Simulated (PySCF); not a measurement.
## Level of theory and gas-phase deprotonation enthalpies: dimethyl carbonate

Structure: `COC(=O)OC` (C3H6O3). Non-hydrogen atoms are numbered in `[CH3:1][O:2][C:3](=[O:4])[O:5][CH3:6]`.

All levels share the PBE0-D3(BJ)/ma-def2-SVP structures and the GFN2-xTB thermal terms; only the single-point energies (PySCF) change. Values are gas-phase deprotonation enthalpies (298 K, kJ/mol).

```
                             level    C1   time
          BLYP-D3(BJ)/ma-def2-TZVP  1648   53 s
          BP86-D3(BJ)/ma-def2-TZVP  1653   53 s
ωB97M-D3(BJ)/ma-def2-TZVP (grid 3)  1665   51 s
         B3LYP-D3(BJ)/ma-def2-TZVP  1670   21 s
           PBE0-D3(BJ)/ma-def2-SVP  1676  9.5 s
             PBE0-D3(BJ)/6-311+G**  1678   11 s
          PBE0-D3(BJ)/ma-def2-TZVP  1679      –
               PBE0-D3(BJ)/6-31+G*  1681  7.3 s
                 OPBE/ma-def2-TZVP  1682   52 s
             PBE0-D3(BJ)/def2-SVPD  1683   12 s
              LC-ωPBE/ma-def2-TZVP  1692   55 s
               PBE0-D3(BJ)/pcseg-1  1702  5.8 s
            PBE0-D3(BJ)/def2-SV(P)  1720  4.7 s
              PBE0-D3(BJ)/def2-SVP  1725  5.7 s
                 PBE0-D3(BJ)/6-31G  1737  3.4 s
                PBE0-D3(BJ)/6-31G*  1750  5.2 s
```

Times are wall times for all single points of a level on 1 thread of Arm Neoverse V1, a shared host; the dash marks the run that also made the structures. BLYP, BP86, LC-ωPBE, OPBE ran on a slower path of this set-up, which computes the density-fitting integrals anew in every SCF cycle while the other levels store them. So the times needn't show the usual order of cost, and those levels read slower than they are.

The spread: 102 kJ/mol, from 1648 to 1750.

Bases without diffuse functions serve anions poorly.
